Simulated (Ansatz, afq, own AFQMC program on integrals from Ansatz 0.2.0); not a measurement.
# Where AFQMC and coupled cluster stand for SiH5, doublet

```xyz
6

H    -2.4329    0.0000    0.0000
H    -1.5449    0.0000    0.0000
Si    0.0851    0.0000    0.0000
H     0.5351   -1.4163    0.0000
H     0.5351    0.7081   -1.2265
H     0.5351    0.7081    1.2265
```

Basis cc-pVTZ. Only valence electrons are correlated. Integrals, coupled cluster, full CI and functionals: Ansatz 0.2.0; the random walks run on the same integrals in our own AFQMC program. ph-AFQMC/CISD is guided by a CISD state made of CCSD amplitudes; releasing the constraint for a short imaginary time cuts its bias at the price of noise, slowly where states lie close. Error bars are statistical, one sigma.

Determinant: UHF, the one that the program's search chose, which needn't be the lowest solution. The geometry is a point of a scan.

No full CI on the walks' own integrals is used here; CCSDT(Q) serves as the reference and is uncertain by about the last step of the cluster series.

```
T1 diagnostic                               : 0.0167
weight of the determinant in the CISD state : 0.901
⟨S²⟩ of the determinant                     : 0.773
size of the correlated space                : 9 electrons in 99 orbitals
```

Reference: CCSDT(Q), correlation energy -5.356 eV. The released energy is read at 2.40 1/Eh (meV from the phaseless value at times in 1/Eh: -4 ± 4 at 0.24, -6 ± 3 at 0.51, -7 ± 3 at 0.99, -10 ± 3 at 1.62, -10 ± 4 at 2.40).

```tsv
level	E − E(reference) (kJ/mol)	share of correlation (%)
HF	516.8	0.00
MP2	105.0	79.68
CCSD	15.4	97.03
CCSD(T)	2.9	99.44
CCSDT	0.4	99.93
ph-AFQMC/CISD	0.7 ± 0.4	99.87
released AFQMC	-0.3 ± 0.4	100.06
```

A walk keeps the symmetry of its determinant, which the program's search chose and which needn't be the lowest solution, so a lower state of the same spin and another symmetry isn't excluded. Released energies are given only where the last usable release times agree within the noise; a slower fall can still hide under it.
